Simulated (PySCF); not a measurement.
Computed with B3LYP-D3(BJ)/def2-TZVP run with PySCF 2.14.0. Isolated molecules, 0 K electronic values unless said otherwise. B3LYP has the VWN-RPA correlation part, as in Gaussian. 

Reference species (SMILES): `[InH2]` (neutral, multiplicity 2).

```
Item           Result
-------------  ------
dipole moment  0.54 D
```

Changed species: `[Cl]` (radical fragment; the reference has radical fragment).

Question: What does the change do to the dipole moment?

Answer: the dipole moment drops by 0.54 D, to 0.00 D.
